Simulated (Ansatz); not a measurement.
Total energies of Si(SiH3)2H2 (Si₃H₈) from Ansatz at PBE-D4/def2-TZVP, gas phase (1 Eh = 27.2114 eV = 2625.5 kJ/mol). The reference geometry is relaxed at PBE0-D4/def2-SVP.

```
                 state                     geometry  energy (Eh)
      charge 0 singlet                    reference   -872.83480
      charge 1 doublet                    reference   -872.47912
      charge 1 doublet  relaxed at PBE0-D4/def2-SVP   -872.50381
free Si atom (triplet)                            –   -289.22285
 free H atom (doublet)                            –     -0.49962
```

Q: Work out the vertical ionisation energy to the doublet.

A: E(charge 1 doublet) − E(charge 0 singlet) = -872.47912 − (-872.83480) = 0.35568 Eh = 9.68 eV. For comparison, −ε of the highest occupied level is 6.95 eV at this level, 2.73 eV less.

Q: How much does the charge 1 doublet relax, and what is the adiabatic ionisation energy?

A: Relaxation: -872.47912 − (-872.50381) = 0.02469 Eh = 0.67 eV. Adiabatic ionisation energy: 0.33099 Eh = 9.01 eV, without zero-point energy. 

Q: What is the binding energy per atom against free atoms?

A: Atoms: 3 × (-289.22285) + 8 × (-0.49962) = -871.66551 Eh. Binding: -871.66551 − (-872.83480) = 1.16929 Eh = 31.82 eV, or 2.89 eV for each of 11 atoms (no zero-point energy, no counterpoise term).
